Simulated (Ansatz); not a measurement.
Consider the ligand exchange at the Si–S bond: `N[Si]S` + H–F → `N[Si]F` + H₂S.

Program: Ansatz. Geometries: PBE0-D4/def2-TZVP. ΔE: electronic, gas phase. CCSD(T)/CBS is frozen-core, at the limit of the def2 triple- and quadruple-zeta sets. Functionals use def2-TZVPP. B3LYP here is the variant with VWN-RPA as its local correlation; programs differ in this. HSE06 is defined as in plane-wave codes. Each species was taken in one conformer, which may not be the lowest.

```json
{"level": "HSE06-D4", "ΔE (kcal/mol)": "-14.1", "difference from CCSD(T)/CBS": "2.4"}
{"level": "PBE-QIDH", "ΔE (kcal/mol)": "-15.4", "difference from CCSD(T)/CBS": "1.1"}
{"level": "PBE", "ΔE (kcal/mol)": "-15.1", "difference from CCSD(T)/CBS": "1.4"}
{"level": "B3LYP", "ΔE (kcal/mol)": "-19.4", "difference from CCSD(T)/CBS": "-2.9"}
{"level": "r2SCANh", "ΔE (kcal/mol)": "-16.5", "difference from CCSD(T)/CBS": "0.0"}
{"level": "CAM-B3LYP", "ΔE (kcal/mol)": "-21.1", "difference from CCSD(T)/CBS": "-4.6"}
{"level": "LC-ωPBE", "ΔE (kcal/mol)": "-18.0", "difference from CCSD(T)/CBS": "-1.5"}
{"level": "CCSD(T)/def2-SVP", "ΔE (kcal/mol)": "-17.8", "difference from CCSD(T)/CBS": "-1.3"}
{"level": "CCSD/def2-QZVPP", "ΔE (kcal/mol)": "-18.3", "difference from CCSD(T)/CBS": "-1.8"}
{"level": "CCSD(T)/def2-QZVPP", "ΔE (kcal/mol)": "-17.0", "difference from CCSD(T)/CBS": "-0.5"}
{"level": "CCSD(T)/CBS", "ΔE (kcal/mol)": "-16.5", "difference from CCSD(T)/CBS": "0"}
```

Q: What do rigid-rotor, harmonic-oscillator terms from PBE0-D4/def2-TZVP frequencies (298.15 K, 1 bar) make of the CCSD(T)/CBS value? (Estimate.)

A: Computed: ΔZPE = -1.2 kcal/mol, ΔH = -18.0 kcal/mol, ΔS = 12 J/(mol·K), ΔG = -18.8 kcal/mol.

Largest T1 diagnostic among the species: 0.014.

The D4 term adds +1.8 kcal/mol with B3LYP and +0.9 kcal/mol with PBE0; it sums over pairs of atoms, weighted by their polarisabilities, and B3LYP, whose exchange is more repulsive, gets the larger term. At CCSD(T), def2-SVP lies −1.3 kcal/mol from the extrapolated value and def2-TZVPP −0.7 kcal/mol.
